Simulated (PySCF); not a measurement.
CS₂ at several levels of theory

All levels use the PBE0 minimum (singlet; C–S 1.548 Å (×2); S–C–S 180.0°), basis [C def2-TZVP, S def2-TZVP], no relativity, density fitting, no spin–orbit coupling, PySCF. For vertical energies the ionised species is a doublet (spins chosen at PBE0 and kept) and the electron-attached one a doublet. Atomisation goes to high-spin ground-configuration atoms, without zero-point energy. Open shells are unrestricted, also as the reference of the correlated levels. A dash marks a value that was not computed or is not defined at that level.

Coordinates in bohr (charge 0 multiplicity 1):
```
C     0.0000    0.0000    0.0000
S     0.0000    0.0000    2.9262
S     0.0000    0.0000   -2.9262
```

```csv
level,atomisation (kJ/mol),vertical IP (eV),vertical EA (eV),−ε(HOMO) (eV),gap (eV)
PBE0,?,?,?,?,?
HF,688,8.71,-0.31,10.11,11.55
MP2,?,?,?,–,–
PBE,1263,10.02,-0.34,6.77,4.01
```

(1) Fill in the row of PBE0.

(2) Fill in the row of MP2.

## Answers

(1) atomisation (kJ/mol) 1190, vertical IP (eV) 10.05, vertical EA (eV) -0.13, −ε(HOMO) (eV) 7.83, gap (eV) 5.86.

(2) atomisation (kJ/mol) 1198, vertical IP (eV) 10.63, vertical EA (eV) -0.71.

Spin contamination in at least one species weakens the values at: HF, MP2.

Without diffuse functions attachment energies tend to come out too low.
